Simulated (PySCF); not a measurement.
**What builds the first ionisation energy along group 14**

All values are computed (PySCF 2.14, energy differences of UHF-based or UKS calculations, no spin-orbit coupling). Each column adds one step, in eV (sums use unrounded values): valence MP2, valence CCSD, valence triples, then the next inner shell at CCSD(T) (C 1s, Si 2s 2p, Ge 3s 3p 3d, Sn 4s 4p 4d, Pb 5s 5p 5d). References (NIST) marked * lie between the lowest fine-structure levels; the others compare directly ((s) semi-empirical, (t) theoretical).

```
                                                                                                          element     UHF  + MP2  + CCSD  + (T)  + inner shell     sum  reference
                                                    C [He] 2s2 2p2 → [He] 2s2 2p1 (def2-TZVPPD, non-relativistic)  10.802  0.443  -0.095  0.026          0.014  11.190     11.262
                                                   Si [Ne] 3s2 3p2 → [Ne] 3s2 3p1 (def2-TZVPPD, non-relativistic)   7.638  0.405   0.029  0.039         -0.012   8.098      8.157
                                         Ge [Ar] 3d10 4s2 4p2 → [Ar] 3d10 4s2 4p1 (def2-TZVPPD, non-relativistic)   7.435  0.340   0.026  0.028          0.051   7.879      7.925
          Sn [Kr] 4d10 5s2 5p2 → [Kr] 4d10 5s2 5p1 (def2-TZVPPD with the def2 core potential (28 electrons), ECP)   6.851  0.293   0.031  0.025          0.051   7.251      7.389
Pb [Xe] 4f14 5d10 6s2 6p2 → [Xe] 4f14 5d10 6s2 6p1 (def2-TZVPPD with the def2 core potential (60 electrons), ECP)   6.566  0.255   0.035  0.017          0.061   6.934    7.417 *
```

What remains against the references is mostly basis incompleteness and, for starred values, spin-orbit coupling.

These are valence bases, so the inner-shell step is incomplete.
